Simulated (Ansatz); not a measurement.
**Fluorite SrCl₂**

The numbers are results of PBE (PAW; Ansatz, an electronic-structure program), not measurements.

Numerical settings: plane-wave cutoff 500 eV, 8×8×8 k mesh, gaussian smearing 0.02 eV, scalar-relativistic PAW data made under PBE.

Cell (relaxed at this level):

```
CELL_PARAMETERS angstrom
      0.00000     3.52052     3.52052
      3.52052     0.00000     3.52052
      3.52052     3.52052     0.00000
ATOMIC_POSITIONS crystal
  Sr 0.00000 0.00000 0.00000
  Cl 0.25000 0.25000 0.25000
  Cl 0.75000 0.75000 0.75000
```

```yaml
band_gap: 5.24 eV (on the SCF k mesh)
```

Measured, for comparison: band gap 7.5 eV (temperature not stated, not corrected to a static lattice; as tabulated in Aguado et al. (1999), arXiv:cond-mat/9901145).

Spin–orbit coupling is not included.

Computed values are for the static lattice.

Computing time: about 13 core-seconds (a rough figure).
